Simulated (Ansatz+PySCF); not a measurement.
Results of a calculation; reference values are marked as such.
Input for PySCF 2.14.0:

```python
from pyscf import gto, scf, cc

mol = gto.M(atom="""
B 0.000000 0.000000 0.000000
Si 1.024580 1.366100 2.957700
""", basis='6-31g', charge=0, spin=3)
mf = scf.UHF(mol)
mf.kernel()
mycc = cc.CCSD(mf, frozen=6).run()
et = mycc.ccsd_t()
print(mf.e_tot, mycc.e_corr, et, mycc.e_tot + et)
```

The script is written out from the run's settings.

Output:

```yaml
Converged: yes
Reference_energy: -313.35791 hartree
CCSD_correlation_energy: -0.07128 hartree
Triples_correction: -0.00165 hartree
Total_energy: -313.43084 hartree
Spin_squared_of_the_determinant: 3.753
```

Caution: large amplitudes, a single reference is doubtful.
